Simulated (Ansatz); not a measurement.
# H6O3: the cost of one run

Computed with Ansatz 0.2.0 (the levels named in each step, unless a step's input says otherwise).

## 1. The structure to begin with

Bond lengths: O1–H4 0.958 Å, O1–H5 0.972 Å, O2–H6 0.958 Å, O2–H7 0.974 Å, O3–H8 0.958 Å, O3–H9 0.975 Å. Angles: H4–O1–H5 106.6°, H6–O2–H7 106.1°, H8–O3–H9 106.3°.

Structure file:

```xyz
9

O    -1.4496    0.3175   -0.6244
O     1.2107    1.0000   -0.2763
O     0.2346   -1.2934    0.9202
H    -1.8687   -0.1792   -1.3286
H    -1.1608   -0.3319    0.0390
H     1.2890    1.8021    0.2426
H     0.2949    0.9805   -0.6068
H     0.7101   -2.0985    0.7103
H     0.8046   -0.5558    0.6335
```

## 2. A rough first relaxation, PBE-D4/def2-SVP

This run stands in another session on the same molecule. It ended at:

```xyz
9

O    -1.4268    0.3096   -0.5196
O     1.1839    0.9391   -0.3393
O     0.2192   -1.1963    0.9864
H    -1.6393   -0.1973   -1.3252
H    -1.0573   -0.3851    0.1035
H     1.2211    1.7128    0.2537
H     0.2142    0.9014   -0.5945
H     0.5441   -1.9821    0.5087
H     0.8056   -0.4610    0.6358
```

## 3. Relaxation, PBE0-D4/def2-TZVPP

Input file input.yaml:

```yaml
crystal:
  periodic: [false, false, false]
  atoms:
    - { symbol: O, position_ang: [-1.42684025, 0.30962582, -0.51958078] }
    - { symbol: O, position_ang: [1.18394294, 0.93914988, -0.33929278] }
    - { symbol: O, position_ang: [0.21917782, -1.19629438, 0.98639435] }
    - { symbol: H, position_ang: [-1.63933322, -0.19731419, -1.32516579] }
    - { symbol: H, position_ang: [-1.05730879, -0.38505437, 0.10354247] }
    - { symbol: H, position_ang: [1.22105709, 1.71283886, 0.25369233] }
    - { symbol: H, position_ang: [0.21423156, 0.90141089, -0.59452304] }
    - { symbol: H, position_ang: [0.54411629, -1.98213947, 0.50868251] }
    - { symbol: H, position_ang: [0.80563655, -0.46097303, 0.63582073] }
basis:
  gaussian: { orbitals: def2-TZVPP }
hamiltonian:
  xc: pbe0
  dispersion: d4
relax:
  f_tol: 0.002
  max_steps: 150
```

Started as:

```console
ansatz run input.yaml --threads 4 --pin off --max-ram 10240MiB --backend cpu --events-out ev --progress --plain --runs-dir out
```

What time and memory should one allow on 4 threads of Arm Neoverse V1, shared host?

About 11 s, with a peak of 0.3 GiB.
